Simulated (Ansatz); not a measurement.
Ti$_{3}$Al (Fm-3m)

Level of theory: DFT PBEsol, scalar-relativistic, plane waves, PAW (Ansatz).

Cutoff 420 eV; k points 12×12×12 on the computed 4-atom cell (Γ-centred); Gaussian smearing, width 0.10 eV; collinear spin from starting moments 0.22 0.22 0.96 0 μB.

The structure is relaxed at this level of theory with its symmetry kept. Whether it is the stable form of this composition wasn't checked.

It takes space group Fm-3m (No. 225, cubic). Conventional cell: a = 6.383 Å, b = 6.383 Å, c = 6.383 Å, α = 90.00°, β = 90.00°, γ = 90.00°. Around Ti (site symmetry -43m) lie 4 Ti at 2.76 Å and 4 Al at 2.76 Å. Around Ti (site symmetry m-3m) lie 8 Ti at 2.76 Å. Around Al (site symmetry m-3m) lie 8 Ti at 2.76 Å.

| Item | Value |
| --- | --- |
| Volume per atom | 16.25 Å³ |
| Formation energy from the elements' standard states (uncorrected) | -0.156 eV/atom |
| Kohn–Sham band gap | none (metal) |
| Density of states at the Fermi level | 5.04 states/eV per cell |
| Löwdin character within 0.5 eV of the Fermi level | Ti 3d 87 %, unprojected 5 % |
| Bulk modulus | 116 GPa |
| Its pressure derivative | 3.8 |
| Bader charges (e) | Ti (2 in the cell) 0.43, Ti (1 in the cell) 0.18, Al (1 in the cell) -1.04 |
| Total moment | 1.66 μB per cell |
| Site moments (μB; atoms counted from 1 over the whole cell) | Ti (atom 1) 0.20, Ti (atom 2) 0.20, Ti (atom 3) 0.87 |

Only this magnetic start was tried.